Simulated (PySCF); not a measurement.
Succinonitrile, C₄H₄N₂.
InChI=1S/C4H4N2/c5-3-1-2-4-6/h1-2H2

The calculation used MP2 and CCSD/aug-cc-pVDZ in PySCF, restricted Hartree–Fock reference, 6 core orbitals frozen, non-relativistic, gas phase, PBE0-D3(BJ)/def2-SVP geometry.

E(HF) = -262.71955 Eh.

Q: How large is the problem?

A: 174 basis functions and 42 electrons; 6 orbitals frozen, which leaves o = 15 correlated occupied and v = 153 virtual orbitals. That is o·v = 2295 singles and o·v(o·v + 1)/2 = 2634660 distinct closed-shell doubles amplitudes before symmetry; the costliest CCSD step grows as o²v⁴ = 1.2 × 10^11.

Q: What are the MP2 and CCSD correlation energies?

A: MP2 -0.8615 Eh and CCSD -0.8909 Eh, which gives totals of -263.58104 and -263.61043 Eh. That is 0.808 eV for each correlated electron at CCSD (2339 kJ/mol in all, 0.338 % of the total energy); MP2 gives 96.7 % of the CCSD value.

Q: What is the T1 diagnostic?

A: 0.0127, below the customary warning level of 0.02. It is the norm of the spatial-orbital singles amplitudes over the root of the number of correlated electrons, so the norm is 0.070.

Connected triples and the basis-set limit are missing.

The job also held the EOM ionisation roots. Hardware: one thread, Arm Neoverse V1 (aarch64), no GPU, shared host with 32 logical CPUs at a one-minute load of 10. Cost: 8.1 min of wall time, 3.1 GiB resident at most.

The values belong to the conformer `[N:1]#[C:2][CH2:3][CH2:4][C:5]#[N:6]`: C2–C3–C4–C5 180°.
